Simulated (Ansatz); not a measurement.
Calculated with Ansatz (gas phase, PBE0-D4/def2-TZVP geometries, no zero-point term in ΔE). CBS: MP2 limit from def2 TZ/QZ plus the TZ coupled-cluster correction, frozen cores. This one scheme is used for every species, atoms too. DFT in def2-TZVPP. HSE06 is defined as in plane-wave codes. Open shells (•) are unrestricted, without spin–orbit coupling. Spin–orbit coupling would lower the free atoms: a little for C, O. Each species was taken in one conformer, which may not be the lowest.

Reaction (atomization): `N=CCO` → 2 C• + 5 H• + N• + O•

```csv
level,ΔE (kJ/mol)
HSE06-D4,3530.7
B2PLYP,3480.5
PBE,3615.7
PBE0,3516.9
CCSD(T)/def2-SVP,3312.8
CCSD/def2-TZVPP,3345.5
CCSD(T)/def2-TZVPP,3408.2
SCS-MP2/def2-QZVPP,3529.4
```

Q: What does CCSD(T)/CBS give? (Best estimate.)

A: The calculation gave: +3509.3 kJ/mol. The listed levels differ from it by 21.4, -28.8, 106.4, 7.6, -196.5, -163.8, -101.1, 20.1 kJ/mol.

Largest T1 diagnostic among the species: 0.012.

In def2-TZVPP, CCSD(T) changes the Hartree–Fock value by +1001.9 kJ/mol (the triples alone add +62.7 kJ/mol) and MP2 by +1068.3 kJ/mol; breaking electron pairs costs correlation energy, which Hartree–Fock lacks. The D4 term adds +19.8 kJ/mol with B3LYP and +10.2 kJ/mol with PBE0; it sums over pairs of atoms, weighted by their polarisabilities, and B3LYP, whose exchange is more repulsive, gets the larger term.

B3LYP here is the variant with VWN-RPA as its local correlation; programs differ in this.

For atomizations the MP2-based limit and the directly extrapolated one differ by several kJ/mol either way, and by 10 to 25 for some Ge, Se and Sn compounds, so smaller differences from it don't rank the levels.
